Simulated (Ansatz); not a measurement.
# Relaxing W

These are results of DFT r2SCAN, scalar-relativistic, plane waves, PAW in Ansatz 0.2.0, not measurements. Cutoff 500 eV, Γ-centred k mesh, Gaussian smearing, no spin polarisation in the final step.

The start puts W on the alpha-boron structure type (R-3m, No. 166), at a guessed volume.

```yaml
crystal:
  lattice:
    - [3.25367, 1.87851, 5.54881]
    - [-3.25367, 1.87851, 5.54881]
    - [0.00000, -3.75701, 5.54881]
  atoms:
    - { symbol: W, position: [0.01019, 0.65361, 0.01019] }
    - { symbol: W, position: [0.01019, 0.01019, 0.65361] }
    - { symbol: W, position: [0.65361, 0.01019, 0.01019] }
    - { symbol: W, position: [0.98981, 0.34639, 0.98981] }
    - { symbol: W, position: [0.34639, 0.98981, 0.98981] }
    - { symbol: W, position: [0.98981, 0.98981, 0.34639] }
    - { symbol: W, position: [0.22118, 0.63060, 0.22118] }
    - { symbol: W, position: [0.22118, 0.22118, 0.63060] }
    - { symbol: W, position: [0.63060, 0.22118, 0.22118] }
    - { symbol: W, position: [0.77882, 0.36940, 0.77882] }
    - { symbol: W, position: [0.36940, 0.77882, 0.77882] }
    - { symbol: W, position: [0.77882, 0.77882, 0.36940] }
```

Cell and atoms relax at zero pressure; the relaxation can't lower the symmetry of the start. After a coarse first stage the cell is made exact in the group found at 0.06 Å.

Energies count from the standard state of W at the same level.

Q: Which crystal results?

A: It keeps R-3m (No. 166), but not the shape of the type it started on. Conventional cell: a = 5.441 Å, c = 27.191 Å. W on Wyckoff site h (6 atoms of the primitive cell) has 7 W at 2.55–2.77 Å; around W on Wyckoff site h (6 atoms of the primitive cell) lie 8 W at 2.67–2.73 Å.

```xyz
12
Lattice="2.7207 1.5708 9.0638 -2.7207 1.5708 9.0638 0.0000 -3.1416 9.0638" Properties=species:S:1:pos:R:3 pbc="T T T"
W    -1.3826    0.7983    5.8057
W     0.0000   -1.5965    5.8057
W     1.3826    0.7983    5.8057
W     1.3826   -0.7983   21.3857
W    -1.3826   -0.7983   21.3857
W     0.0000    1.5965   21.3857
W    -1.3574    0.7837   10.1554
W     0.0000   -1.5674   10.1554
W     1.3574    0.7837   10.1554
W     1.3574   -0.7837   17.0360
W    -1.3574   -0.7837   17.0360
W     0.0000    1.5674   17.0360
```

Q: What are its volume, energy, density and gap?

A: The volume per atom is 19.37 Å³, the density is 15.76 g/cm³ and the energy over the standard structure is 1.43 eV/atom. The gap on the 9×9×9 mesh is 0 eV (a metal).

The final run used a 9×9×9 mesh on its 12-atom cell and 0.10 eV smearing. For metals, differences of a few meV/atom aren't resolved. Spin–orbit coupling is left out. A structure relaxed within its symmetry needn't be a true minimum. The steps took of the order of 80 core-minutes in all.